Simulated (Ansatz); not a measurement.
Frontier orbitals of `ClC1=CC=C1`.

Z-matrix (Å, degrees):
```
C
C 1 1.328
Cl 1 1.688 2 135.7
C 1 1.564 2 91.9 3 -180.0
C 2 1.566 1 88.0 3 180.0
H 2 1.079 1 136.1 3 -0.0
H 4 1.079 1 134.8 2 -180.0
H 5 1.081 2 133.3 1 180.0
```

The species carries charge 0 and has multiplicity 1. Geometry: relaxed with PBE0-D4/def2-TZVP. Basis def2-TZVPP, the Gaussian-basis code of Ansatz.

Orbital energies of one run (eV). Highest occupied ones, from the top: -4.53, -7.32, -7.81, -8.24, -9.63, -9.88, -10.35, -12.42, -12.76, -14.79, -16.36, -20.94, -22.40, -190.66. Empty: -2.65, 0.29, 1.01, 1.15, 1.50, 1.86.

(1) Which functional gave them?
A. BHLYP
B. LC-ωPBE
C. HSE06 (plane-wave form)
D. BLYP

Answers

(1) D. HOMO energies: BLYP -4.53, HSE06 -5.33, LC-ωPBE -8.41, BHLYP -6.59 eV.

LC-ωPBE has ω = 0.4 bohr⁻¹.
